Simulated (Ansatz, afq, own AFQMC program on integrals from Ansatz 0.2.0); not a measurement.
# Mg₂, triplet → Mg2⁺, doublet

```yaml
atoms:
  - { symbol: Mg, position_ang: [0.0000, 0.0000, 0.0000] }
  - { symbol: Mg, position_ang: [0.0000, 0.0000, 2.7658] }
```

E(doublet, charge +1) − E(triplet, charge +0) at this geometry, on UHF and UHF determinants.

Basis cc-pVDZ. Only valence electrons are correlated. Ansatz 0.2.0 and our own AFQMC program on the same integrals; the CISD trial comes from CCSD amplitudes, and released means the phaseless constraint is let go. Uncertainties: one standard error, sampling alone. The errors of all members are added in quadrature.

Full CI on the same integrals is exact in this basis and with this determinant's frozen core.

Errors are counted within cc-pVDZ, not against nature.

Cautions: Mg₂ (triplet): another spin lies lower, the search met a lower determinant of the same kind, perhaps of another symmetry (89 meV lower), and this one is a saddle point, strong correlation (T1 0.058, weight of the determinant 0.88, largest double 0.10), unrestricted determinant spin contaminated (⟨S²⟩ 2.16 against 2.00), the released energies are still falling, so no released level is given (meV from the phaseless value at times in 1/Eh: -4 ± 6 at 0.24, -8 ± 6 at 0.51, -10 ± 4 at 0.99, -10 ± 3 at 1.62, -17 ± 3 at 2.40), its ph-AFQMC/CISD value lies 23 ± 4 meV above full CI; Mg₂⁺ (doublet): strong correlation (T1 0.056, weight of the determinant 0.91, largest double 0.13), unrestricted determinant spin contaminated (⟨S²⟩ 0.89 against 0.75).

| level | vertical ionization energy (eV) |
| --- | --- |
| HF | 4.268 |
| CCSD | 4.599 |

**Question.** From these cheaper values, estimate the vertical ionization energy at the reference level in cc-pVDZ.

**Answer.** 4.674 eV (full CI in cc-pVDZ).

| level | vertical ionization energy (eV) | error against FCI (eV) |
| --- | --- | --- |
| MP2 | 4.510 | -0.164 |
| CCSD(T) | 4.645 | -0.029 |
| ph-AFQMC/CISD | 4.652 ± 0.004 | -0.021 ± 0.004 |

Correlation beyond CCSD(T) adds 0.029 eV. The perturbative (T) step is worth +0.046 eV. Where the cautions show a poor determinant, the low rows tell how each method copes with it, not its usual error.

A walk keeps the symmetry of its determinant, which the program's search chose and which needn't be the lowest solution, so a lower state of the same spin and another symmetry isn't excluded.
